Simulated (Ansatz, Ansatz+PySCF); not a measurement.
```xyz
3

N     0.0000    0.0000   -0.3148
O     0.0000    1.0929    0.1377
O     0.0000   -1.0929    0.1377
```

UHF on doublet NO2 was run in several spherical basis sets with Ansatz (development build ahead of 0.2.0).

Problem. Rank the basis sets by the total energy that they give, lowest first, with the distance from the lowest.
A. cc-pVDZ
B. def2-SVP
C. def2-TZVP
D. 6-31G(d)
E. cc-pVTZ

Solution. C (0.00 eV), E (0.27 eV), A (1.96 eV), D (2.56 eV), B (7.00 eV).

Totals follow the description of the cores as much as that of the bonds, so this order isn't one of quality for chemistry.
